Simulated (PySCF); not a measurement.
Point-charge models of `CN(C)C=S` against its computed dipole.

Coordinates (PBE0-D3(BJ)/def2-SVP, Å) and charges (e) from the PBE0/pcSseg-1 density (PySCF):

| atom | x | y | z | Mulliken | IAO | Hirshfeld | ESP-fitted |
| --- | --- | --- | --- | --- | --- | --- | --- |
| C1 | -1.326 | 0.350 | -0.005 | -0.0654 | -0.3016 | -0.0506 | -0.3917 |
| N2 | 0.088 | 0.083 | -0.090 | -0.5951 | -0.0985 | -0.0114 | +0.3529 |
| C3 | 0.598 | -0.954 | 0.771 | -0.0706 | -0.3155 | -0.0626 | -0.2761 |
| C4 | 0.878 | 0.755 | -0.944 | +0.0378 | -0.1117 | +0.0195 | -0.3131 |
| S5 | 2.491 | 0.576 | -1.191 | -0.2258 | -0.2341 | -0.2367 | -0.2767 |
| H6 | -1.593 | 1.172 | -0.683 | +0.1245 | +0.1547 | +0.0580 | +0.1489 |
| H7 | -1.914 | -0.541 | -0.286 | +0.1267 | +0.1463 | +0.0506 | +0.1251 |
| H8 | -1.611 | 0.636 | 1.022 | +0.1263 | +0.1469 | +0.0511 | +0.1228 |
| H9 | 0.361 | -0.729 | 1.824 | +0.1204 | +0.1442 | +0.0493 | +0.1038 |
| H10 | 1.687 | -1.008 | 0.637 | +0.1580 | +0.1789 | +0.0364 | +0.1043 |
| H11 | 0.149 | -1.928 | 0.513 | +0.1225 | +0.1443 | +0.0490 | +0.1047 |
| H12 | 0.308 | 1.505 | -1.517 | +0.1408 | +0.1459 | +0.0479 | +0.1951 |

Compute μ = Σ q r for each scheme (1 e·Å = 4.803 D) and compare with the dipole of the full density.

The full density gives (-4.58, -0.75, 1.88) D, 5.01 D in size; dipole vectors point from the negative to the positive end.

| scheme | μx | μy | μz | size (D) | share of the full size (%) | angle to the full dipole (°) |
| --- | --- | --- | --- | --- | --- | --- |
| Mulliken | -3.89 | -1.06 | 1.97 | 4.49 | 90 | 7 |
| IAO | -3.95 | -0.87 | 1.84 | 4.44 | 89 | 4 |
| Hirshfeld | -3.43 | -0.49 | 1.35 | 3.72 | 74 | 1 |
| ESP-fitted | -4.63 | -0.69 | 1.85 | 5.03 | 101 | 1 |

Which set comes closest?

Length of the difference vector: ESP-fitted 0.09 D, IAO 0.65 D, Mulliken 0.76 D, Hirshfeld 1.29 D. Closest: ESP-fitted. ESP charges are fitted to the potential around the molecule, whose slowest-falling term is the dipole's. 

What is left for the Hirshfeld atoms' own dipoles?

The shares of the density sum to the whole, so what Σ q r misses lies in dipoles about the nuclei. The atomic dipoles sum to (-4.58, -0.75, 1.88) − (-3.43, -0.49, 1.35) = (-1.15, -0.26, 0.53) D, 1.29 D in size.

With the origin at the mean of the coordinates, (0.010, -0.007, 0.004) Å, which are the largest single terms, by size, of the ESP-fitted dipole along the direction of the full one?

S5 +3.73, C1 -2.19, C4 +1.90, H8 +1.04, H7 +1.04 D; all 12 atoms together +5.03 D. The single terms depend on the origin, their sum doesn't.

Give the size of the full dipole in other units.

5.01 D = 1.970 au = 1.043 e·Å = 16.71 × 10⁻³⁰ C·m.

Isolated species at its PBE0-D3(BJ)/def2-SVP geometry, gas phase.

The values belong to the conformer `[CH3:1][N:2]([CH3:3])[CH:4]=[S:5]`: C1–N2–C4–S5 -179°.
